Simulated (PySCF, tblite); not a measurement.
Energy landscape of H₂S, singlet: symmetric bend, bond length relaxed. Scanned: H-S-H angle. Other coordinates (S-H bond length) were minimised at PBE0/def2-TZVP. Each profile is relative to its own lowest point.

```tsv
a / °	A	B	C
180	293.2	280.7	289.5
170	264.6	268.1	275.4
160	215.3	233.7	237.7
150	164.2	186.4	187.7
140	117.0	136.0	135.5
130	75.9	89.1	88.0
120	42.4	50.0	48.7
110	17.7	21.1	20.0
100	3.2	4.0	3.4
90	0.0	0.0	0.0
80	9.5	9.7	10.7
70	33.0	33.4	35.5
60	70.9	70.1	73.7
```

Energies in kJ/mol.

Q: Which curve belongs to which method? The methods are B3LYP/cc-pVTZ (PySCF); GFN2-xTB, 300 K electronic temperature (tblite); r2SCAN/cc-pVTZ run with PySCF 2.14.0.

A: A is GFN2-xTB; B is r2SCAN; C is B3LYP.
